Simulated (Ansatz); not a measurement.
**Worked example: the enthalpy of formation of C4H5N (pyrrole)**

C4H5N: 10 atoms, total charge 0, spin state singlet. As SMILES, `c1cc[nH]c1`. Geometry: relaxed at PBE0-D4/def2-TZVP.

Total energies at PBE0/def2-SVP (Ansatz 0.2.0); the atoms run unrestricted:

```tsv
species	state	energy (Eh)
C4H5N	singlet	-209.775509
C	triplet	-37.760664
N	quartet	-54.478979
H	doublet	-0.500291
```

Harmonic wavenumbers at PBE0-D4/def2-TZVP, in cm⁻¹: 488, 632, 648, 694, 735, 832, 874, 878, 902, 1044, 1075, 1102, 1168, 1194, 1313, 1441, 1478, 1518, 1591, 3256, 3267, 3281, 3288, 3704.

Measured heats of formation of the gaseous atoms at 298.15 K, in kJ/mol: C 716.9, N 472.4, H 218.0. Spin-orbit lowering of the atoms at 298 K (mean of the ground term's levels less their thermal mean, from spectra), in kJ/mol: C 0.02. Take 1 Eh = 2625.50 kJ/mol, 1 cm⁻¹ = 0.0119627 kJ/mol, RT = 2.479 kJ/mol.

Work out the heat of formation of the gas at 298 K.


1. Electronic atomisation energy: 4 × (-37.760664) + (-54.478979) + 5 × (-0.500291) − (-209.775509) = 1.752419 Eh = 4601.0 kJ/mol.
2. Zero-point energy: half the sum of the wavenumbers, 18201.5 cm⁻¹ = 217.7 kJ/mol.
3. Thermal vibrational enthalpy, Σ hcν̃/(exp(hcν̃/kT) − 1): 2.9 kJ/mol. Translation, rotation and pV of a non-linear molecule: 4 RT = 9.9 kJ/mol.
4. The 10 free atoms carry 5/2 RT each: 62.0 kJ/mol.
5. Spin-orbit coupling lowers the free atoms by 4 × 0.02 = 0.1 kJ/mol.
6. Atomisation enthalpy at 298 K: 4601.0 − 0.1 − 217.7 − 2.9 − 9.9 + 62.0 = 4432.4 kJ/mol.
7. Sum of the atoms' heats of formation: 4430.0 kJ/mol. Heat of formation: 4430.0 − 4432.4 = -2.4 kJ/mol.

The tabulated value is +108.2 kJ/mol (CRC Handbook of Chemistry and Physics), so this level is off by -110.6 kJ/mol, or 2.6 % of the atomisation enthalpy that the table implies (4321.7 kJ/mol). Anharmonicity and any spin-orbit splitting of the molecule are left out.
